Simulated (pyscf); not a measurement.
Structures and frequencies: ωB97X-D3(BJ)/def2-SVP in PySCF. MP2 and CC: frozen core, UHF for open shells. ΔMP2 is the change of the MP2 total energy from the triple- to the quadruple-zeta basis.

SMILES: [OH][In]=[AsH]
```xyz
5

O      0.2489    -2.0569    -1.1187
In     0.0927    -0.1245    -0.7441
As    -0.1158     2.2078    -0.2718
H      1.1594    -2.3751    -1.1728
H     -0.0771     1.7380     1.1877
```

Problem. How much does it cost (ΔH, 298 K, CCSD(T)/def2-TZVPP + ΔMP2(QZVPP)) to split HO–In=AsH (SMILES [OH][In]=[AsH]) at its In–O bond into OH• + [HAs=In]•?

Solution. In–O to OH• + [HAs=In]•: 3.21 eV. The radicals are drawn with the spin at the cut bond; how far it spreads was not checked. The CCSD(T) − MP2 part came from Ansatz, without density fitting, on the same reference. The frozen core leaves the outer d or s,p core shells of the metals and heavy elements correlated in the MP2 and CC values, and def2-TZVPP describes them poorly, which can shift differences by a few kcal/mol. Left out: the spin-orbit lowering of OH. Elements up to Kr have no core potential and no relativistic terms here. Elements past Kr carry the def2 core potentials, without spin-orbit coupling.
